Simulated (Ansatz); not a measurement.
**CaAl3Mo: from a trial structure to a relaxed crystal**

These are results of Ansatz 0.2.0, DFT PBE, scalar-relativistic, plane waves, PAW, not measurements.

CaAl3Mo was placed on the tetragonal perovskite structure type (P4mm, No. 99), with Ca in place of Ba, Mo in place of Ti, Al in place of O, at a guessed volume.

The final relaxation ran on this input, with the default PAW datasets:

```yaml
crystal:
  lattice:
    - [4.8823181238, 0.0, 0.0]
    - [0.0, 4.8823181238, 0.0]
    - [0.0, 0.0, 4.8823181238]
  atoms:
    - { symbol: Ca, position: [0.0, 0.0, 0.0] }
    - { symbol: Al, position: [0.5, 0.5, 0.0] }
    - { symbol: Al, position: [0.0, 0.5, 0.5] }
    - { symbol: Al, position: [0.5, 0.0, 0.5] }
    - { symbol: Mo, position: [0.5, 0.5, 0.5] }
basis:
  ecutwfc: 420
kpoints:
  mp_grid: { grid: [8, 8, 8] }
hamiltonian:
  xc: pbe
scf:
  occupations: { method: gaussian, width: 0.1 }
output:
  forces: true
  stress: true
  eigenvalues: true
relax:
  adjacent_minimum: "off"
  f_tol: 0.01
  max_steps: 80
  cell: { stress_tol: 0.05 }
```

Launched as:

```bash
ansatz run input.yaml --threads 1 --pin off --max-ram 2560MiB --backend cpu --events-out ev --progress --plain --runs-dir out
```

It took 12 s on 1 thread of Arm Neoverse V1, on a shared host, peak memory 0.4 GiB.

End of the output:

```
SCF converged after 6 iterations
Free energy (F): -8385.235305 eV
Harris-Foulkes:  -8385.235305 eV  (|F-HF|=0.00e0)
Internal energy: -8385.223879 eV  (E = F + TS)
E sigma→0 (E₀):  -8385.229592 eV
Entropy (-TS):   -0.011426 eV (-2.285 meV/atom)
Fermi energy:    7.140001 eV
--- Per-component energies (eV) ---
  E_band       = -351.511488
  E_kinetic    = 784.454383
  E_local      = -2510.758787  (includes V_loc(G=0)·N_el)
  E_nonlocal   = 241.746305
  E_hartree    = 918.794346
  E_xc         = -437.102809
  E_vxc        = -483.161436  (∫ρ·V_xc dr)
  E_paw        = -5463.108571  (= ΣΔE_a)
  E_vpaw       = -221.380680  (= ΣTr[D̂ρ^β])
  E_aug_tail   = 0.000029  (compensation charges beyond the density's cutoff)
  E_ewald      = -1919.248776
  E_smearing   = -0.011426  (= −TS)
  E_closure    =  0.000000  (closes the sum)
  Σ components = -8385.235305   (vs F -8385.235305, Δ=0.00e0)
--- Forces (eV/Å), atoms counted from 1 ---
  atom   1  Ca     0.00000000     0.00000000     0.00000000
  atom   2  Al     0.00000000     0.00000000     0.00000000
  atom   3  Al     0.00000000     0.00000000     0.00000000
  atom   4  Al     0.00000000     0.00000000     0.00000000
  atom   5  Mo     0.00000000     0.00000000     0.00000000
  max |Σ_I F_I| component: 1.06e-28 eV/Å
--- Stress (GPa, compression-positive) ---
       -0.045493       0.000000       0.000000
        0.000000      -0.045493       0.000000
        0.000000       0.000000      -0.045493
  P = ⅓ Tr σ = -0.0455 GPa (-0.455 kbar)
--- Relaxed structure (1 steps of the walk, 1 accepted, 1 SCFs on fresh bases) ---
  F+E_penalty+E_count = -8385.23530526 eV   max|allowed force component| = 8.617e-29 eV/Å   (the final SCF, on the basis selected at the relaxed cell)
  cell:  # Å, volume = 116.3800 Å³
    - [4.882318, 0.0, 0.0]
    - [0.0, 4.882318, 0.0]
    - [0.0, 0.0, 4.882318]
  atoms:
    - { symbol: Ca, position: [0.0, 0.0, 0.0] }
    - { symbol: Al, position: [0.5, 0.5, 0.0] }
    - { symbol: Al, position: [0.0, 0.5, 0.5] }
    - { symbol: Al, position: [0.5, 0.0, 0.5] }
    - { symbol: Mo, position: [0.5, 0.5, 0.5] }
```

Total energies depend on the potentials used, so only differences within one code and one set of settings carry meaning.

The result has space group Pm-3m (No. 221). Ca has 12 Al at 3.45 Å; Al has 2 Mo at 2.44 Å; Mo is coordinated by 6 Al at 2.44 Å.

Against the elements it lies at 0.03 eV/atom. Formation energies are uncorrected and refer to the elements' standard structures at the same level.

For metals, differences of a few meV/atom aren't resolved.

A structure relaxed within its symmetry needn't be a true minimum.